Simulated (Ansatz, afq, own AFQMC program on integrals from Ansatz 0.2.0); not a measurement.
**MgGeH2, triplet: AFQMC among the cluster methods**

```xyz
4

Ge    0.0000   -0.3592    2.8972
Mg    0.0000   -0.1446   -2.5826
H     0.0000    0.7760    3.9612
H     0.0000   -0.2721   -4.2759
```

Connectivity, by distances: GeH ··· MgH.

Basis cc-pVDZ. Noble-gas cores (and the filled d shells of Ga–Kr and In–Xe) are frozen. Integrals, coupled cluster, full CI and functionals: Ansatz 0.2.0; the random walks run on the same integrals in our own AFQMC program. The CISD trial takes its coefficients from CCSD amplitudes. Released means that phaseless walkers are propagated on without the constraint, phases kept. Uncertainties: one standard error, sampling alone. No spin–orbit coupling.

Determinant: UHF, the one that the program's search chose, which needn't be the lowest solution. The geometry is a point of a scan.

No full CI on the walks' own integrals is used here; CCSDT(Q) serves as the reference and is uncertain by about the last step of the cluster series.

Cautions: no relativity below Rb; no spin-orbit coupling; inner d shell frozen; lower spins were not checked; the released energies are still falling, so no released level is given (meV from the phaseless value at times in 1/Eh: -7 ± 6 at 0.24, -11 ± 6 at 0.51, -7 ± 5 at 0.99, -7 ± 5 at 1.62, -24 ± 7 at 2.40), though the last usable value meets CCSDT(Q) within the noise.

```
T1 diagnostic                               : 0.0163
weight of the determinant in the CISD state : 0.902
⟨S²⟩ of the determinant                     : 2.021
size of the correlated space                : 8 electrons in 36 orbitals
```

```csv
level,correlation energy (eV)
MP2,-2.3455
CCSD,-3.2042
CCSD(T),-3.2529
```

Problem. Estimate where phaseless AFQMC with a CISD trial lies against CCSD(T) on the same integrals.

Solution. 0.0 ± 0.5 kJ/mol above CCSD(T). The gap is under twice the noise, so this walk alone can't tell the two apart.

Reference: CCSDT(Q), correlation energy -3.271 eV.

| level | E − E(reference) (kJ/mol) | share of correlation (%) |
| --- | --- | --- |
| CCSD(T) | 1.7 | 99.45 |
| CCSDT | 0.1 | 99.97 |
| ph-AFQMC/CISD | 1.8 ± 0.5 | 99.44 |

A walk keeps the symmetry of its determinant, which the program's search chose and which needn't be the lowest solution, so a lower state of the same spin and another symmetry isn't excluded.
